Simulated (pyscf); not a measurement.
HO–AlH–Cl + SiH₄ → H₂Al–Cl + HO–SiH₃, a four-centre exchange (singlet surface; Al–O, H–Si broken, Al–H, O–Si formed). Optimised with ωB97X-D3(BJ)/def2-SVP in PySCF. Correlated levels are frozen-core, on RHF or UHF. ΔMP2 is the change of the MP2 total energy from the triple- to the quadruple-zeta basis. Energies in kJ/mol from the separated reactants.

Small-basis levels: PySCF, no dispersion term, spherical d functions. AM1 to PM7: differences of heats of formation from MOPAC, which are fitted to 298 K values and so differ in kind from electronic energies by zero-point and thermal terms. GFN2-xTB: tblite. Cost: rough CPU time at the saddle relative to B3LYP/6-31G*, from one job on a shared machine.

```tsv
level	barrier	reaction energy	cost
HF/3-21G	18.5	+84.7	0.06
HF/6-31G*	[?]	+56.5	0.09
SVWN5/6-31G*	-27.8	+71.5	0.9
BP86/6-31G*	22.3	+69.0	1
B3LYP/STO-3G	8.4	+103.2	0.5
GFN2-xTB	[?]	+37.5	under 0.02
PM6	-92.3	+96.5	under 0.02
CCSD(T)/def2-TZVPP + ΔMP2(QZVPP)	[?]	+62.9	–
```

Task: What belongs in the gaps?

Result: 
- HF/6-31G*, barrier: 59.7
- GFN2-xTB, barrier: 4.8
- CCSD(T)/def2-TZVPP + ΔMP2(QZVPP), barrier: 22.4

Against the last row the barrier runs from -114.8 (PM6) to +37.3 kJ/mol (HF/6-31G*); BP86/6-31G* happens to lie closest here (0.1 kJ/mol apart). CCSD(T)/def2-TZVPP + ΔMP2(QZVPP) has limits of its own. On the reactant side the descent ends in a complex, 29.1 kJ/mol under the separated species and 34.3 kJ/mol under the saddle at ωB97X-D3(BJ)/def2-TZVP. On the product side the descent ends in an adduct with a Al–O contact, 107.9 kJ/mol under the separated species and 51.6 kJ/mol under the saddle at ωB97X-D3(BJ)/def2-TZVP. At CCSD(T) the saddle lies under the separated products, which points to a path from their complex (located at ωB97X-D3(BJ) alone), and parting the products costs more than the saddle. What is counted as broken (Al–O) persists as a longer contact in the product adduct; parting that adduct is a step of its own. At the saddle there is also a short Al–Si contact that neither side keeps. At ωB97X-D3(BJ)/def2-TZVP the barrier from the zero used here is 5.2 kJ/mol. This is the saddle that the search found; another between the same sides may lie lower. The CCSD(T) − MP2 part came from Ansatz, without density fitting, on the same reference.
